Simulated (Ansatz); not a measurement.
# C₂H₇PS: how energies converge with the basis set

How large a basis does C₂H₇PS need? Two functionals are run in growing sets.

Method: one geometry, several basis sets; program: Ansatz 0.2.0, Gaussian basis.

The runs, in order: PBE0-D4/def2-SVP; ωB97M-V/def2-SVP; PBE0-D4/def2-QZVPP; ωB97M-V/def2-QZVPP; the functionals' def2-TZVPP values are taken from earlier runs.

## Step 1: The geometry

All runs share one geometry, relaxed beforehand with PBE0-D4 in a triple-zeta def2 set.

SMILES `CCSP`, 11 atoms, charge 0, spin multiplicity 1.

Atoms are counted from 1 here; the program's logs count them from 0.

Bond lengths: C1–C2 1.515 Å, C1–H5 1.092 Å, C1–H6 1.092 Å, C1–H7 1.092 Å, C2–S3 1.822 Å, C2–H8 1.091 Å, C2–H9 1.091 Å, S3–P4 2.104 Å, P4–H10 1.420 Å, P4–H11 1.420 Å. Angles: C2–C1–H5 111.2°, C2–C1–H6 110.0°, C2–C1–H7 111.2°, H5–C1–H6 108.1°, H5–C1–H7 108.0°, H6–C1–H7 108.1°, C1–C2–S3 108.8°, C1–C2–H8 111.0°, C1–C2–H9 111.0°, S3–C2–H8 108.8°, S3–C2–H9 108.8°, H8–C2–H9 108.4°, C2–S3–P4 99.6°, S3–P4–H10 98.5°, S3–P4–H11 98.4°, H10–P4–H11 93.3°.

## Step 2: PBE0-D4 in def2-SVP

in.yaml reads:

```yaml
crystal:
  periodic: [false, false, false]
  atoms:
    - {symbol: C, position_ang: [0.747495, 1.674588, 0.382742]}
    - {symbol: C, position_ang: [0.210723, 0.486233, -0.388323]}
    - {symbol: S, position_ang: [-0.330801, -0.787605, 0.797081]}
    - {symbol: P, position_ang: [-0.978883, -2.267568, -0.550103]}
    - {symbol: H, position_ang: [-0.018155, 2.102209, 1.033643]}
    - {symbol: H, position_ang: [1.076996, 2.452317, -0.310082]}
    - {symbol: H, position_ang: [1.599284, 1.390346, 1.004320]}
    - {symbol: H, position_ang: [0.979169, 0.060302, -1.035281]}
    - {symbol: H, position_ang: [-0.639674, 0.774415, -1.008267]}
    - {symbol: H, position_ang: [-2.235988, -2.556237, 0.043214]}
    - {symbol: H, position_ang: [-0.344864, -3.386101, 0.051657]}
basis:
  gaussian: {orbitals: def2-SVP}
hamiltonian: {xc: pbe0, dispersion: d4}
output: {orbitals: {seedname: orbitals}}
```

Command:

```
$ ansatz run in.yaml --threads 4 --pin off --events-out ev --progress --plain --max-ram 10444MiB
```

Further steps of the session: ωB97M-V in def2-SVP; PBE0-D4 in def2-QZVPP; ωB97M-V in def2-QZVPP.

Q: Predict the results of all the runs planned. Wanted: PBE0-D4: double and triple zeta above quadruple; ωB97M-V: double and triple zeta above quadruple.

**Answer**, as computed:

| quantity | value |
| --- | --- |
| PBE0-D4: double and triple zeta above quadruple | 10.24, 0.76 eV |
| ωB97M-V: double and triple zeta above quadruple | 10.36, 0.73 eV |

**Reading.** For PBE0-D4 the step from double to triple zeta gains 9.49 eV and the next only 0.76 eV. These are total energies; as a rule much of such shifts cancels in differences, which this series doesn't test. The LUMO of ωB97M-V is positive and keeps falling with the basis (2.30 to 1.43 eV): an unbound level that the basis holds in place.
